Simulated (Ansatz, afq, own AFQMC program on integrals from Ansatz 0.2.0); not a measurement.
**CH4Cl, doublet in cc-pVTZ, levels against AFQMC with the constraint released**

```xyz
6

C    -1.9384    0.0000    0.0000
H    -2.3016    1.0273    0.0000
H    -2.3016   -0.5137    0.8897
H    -2.3016   -0.5137   -0.8897
H    -0.6894    0.0000    0.0000
Cl    0.8726    0.0000    0.0000
```

Connectivity, by distances: CH3 ··· Cl, 1 bridging H.

Basis cc-pVTZ. Only valence electrons are correlated. Integrals, coupled cluster, full CI and functionals: Ansatz 0.2.0; the random walks run on the same integrals in our own AFQMC program. ph-AFQMC/CISD is guided by a CISD state made of CCSD amplitudes; releasing the constraint for a short imaginary time cuts its bias at the price of noise, slowly where states lie close. ± is one standard error of the sampling.

Determinant: UHF, the one that the program's search chose, which needn't be the lowest solution. The geometry is a point of a scan.

No full CI on the walks' own integrals is used here. The released AFQMC energy serves as the reference, which it does only where one determinant dominates, the energy is flat over the last release times and near the phaseless one (40 meV or 2 meV an electron, half that with transition metals). On small molecules, where full CI could be run and the noise was under 10 meV, such values lay within 10 meV of it in 19 cases of 20, a flattering rate, since the rule was set on those same cases; what remains of the bias isn't in the error bar.

Cautions: the released value is read at 0.99 1/Eh, later times being too noisy (meV from the phaseless value at times in 1/Eh: -3 ± 6 at 0.24, -5 ± 6 at 0.51, -12 ± 7 at 0.99, -7 ± 16 at 1.50).

```
T1 diagnostic                               : 0.0121
weight of the determinant in the CISD state : 0.857
⟨S²⟩ of the determinant                     : 0.787
size of the correlated space                : 15 electrons in 114 orbitals
```

Reference: AFQMC with the constraint released, correlation energy -11.781 ± 0.007 eV.

```json
{"level": "HF", "E − E(reference) (kcal/mol)": "271.67 ± 0.15", "share of correlation (%)": "0.00"}
{"level": "MP2", "E − E(reference) (kcal/mol)": "35.59 ± 0.15", "share of correlation (%)": "86.90"}
{"level": "CCSD", "E − E(reference) (kcal/mol)": "10.48 ± 0.15", "share of correlation (%)": "96.14"}
{"level": "CCSD(T)", "E − E(reference) (kcal/mol)": "1.13 ± 0.15", "share of correlation (%)": "99.58"}
{"level": "ph-AFQMC/CISD", "E − E(reference) (kcal/mol)": "0.28 ± 0.20", "share of correlation (%)": "99.90"}
```

A walk keeps the symmetry of its determinant, which the program's search chose and which needn't be the lowest solution, so a lower state of the same spin and another symmetry isn't excluded. Released energies are given only where the last usable release times agree within the noise; a slower fall can still hide under it.
